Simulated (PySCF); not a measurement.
A geometry optimisation, step by step.

Ketene, C₂H₂O.
SMILES with atom numbers: `[CH2:1]=[C:2]=[O:3]` (hydrogens: H4, H5 on C1)

Computed by this run: CAM-B3LYP/6-31+G* geometry optimisation, gas phase (PySCF 2.14.0); density fitting, grid level 1; the optimiser is geomeTRIC in internal coordinates, started from a GFN2-xTB structure. The frame can shift and turn from step to step; on so coarse a grid that alone can change the energy by a few meV, and forces under 0.02 eV/Å are noise.

Step 0: E = -4150.5539 eV, largest atomic force 1.391 eV/Å
```
atom  x, y, z in Å  |  force x, y, z in eV/Å
C1     -0.501    0.015    0.150   -1.329   0.037   0.409
C2      0.731   -0.020   -0.227    0.924  -0.026  -0.281
O3      1.841   -0.053   -0.566    0.586  -0.015  -0.184
H4     -1.111   -0.866    0.135   -0.130  -0.428  -0.057
H5     -0.951    0.927    0.490   -0.052   0.432   0.113
```

Step 1: E = -4150.5823 eV, largest atomic force 0.172 eV/Å
```
atom  x, y, z in Å  |  force x, y, z in eV/Å
C1     -0.574   -0.005    0.198   -0.060  -0.001   0.024
C2      0.678   -0.039   -0.190    0.163  -0.002  -0.055
O3      1.793   -0.068   -0.535   -0.071   0.003   0.021
H4     -1.165   -0.911    0.174   -0.015   0.014   0.008
H5     -1.002    0.929    0.539   -0.018  -0.013   0.003
```

Step 2: E = -4150.5825 eV, largest atomic force 0.024 eV/Å
```
atom  x, y, z in Å  |  force x, y, z in eV/Å
C1     -0.573   -0.006    0.199    0.001   0.013   0.004
C2      0.680   -0.038   -0.191    0.015  -0.014  -0.012
O3      1.794   -0.066   -0.537   -0.019   0.004   0.006
H4     -1.168   -0.911    0.176    0.008  -0.002  -0.001
H5     -1.002    0.927    0.539   -0.006  -0.001   0.004
```

Problem. Summarise the path.

Solution. The energy falls by 0.66 kcal/mol from step 0 to step 2; nine tenths of that is first reached at step 1. It falls at every step. The largest force goes from 1.391 to 0.024 eV/Å. Among the bonds C1=C2 changes most, from 1.289 to 1.313 Å; the atoms move by 0.018 Å rms after alignment.

Problem. Follow the three bonds and two angles with the largest change from start to end.

Solution. 
| step | E above end (kcal/mol) | largest force (eV/Å) | C1=C2 (Å) | C1–H4 (Å) | C1–H5 (Å) | H4–C1–H5 (°) | C2–C1–H5 (°) |
| --- | --- | --- | --- | --- | --- | --- | --- |
| 0 | 0.66 | 1.391 | 1.289 | 1.072 | 1.072 | 117.7 | 121.2 |
| 1 | 0.00 | 0.172 | 1.311 | 1.082 | 1.082 | 120.9 | 119.5 |
| 2 | 0.00 | 0.024 | 1.313 | 1.082 | 1.082 | 120.6 | 119.5 |

What follows is the cost of the whole optimisation. The run took 2.1 s on one thread of an Arm Neoverse V2, shared host with 96 logical CPUs at a one-minute load of 11, and the process peaked at 0.28 GiB of memory.
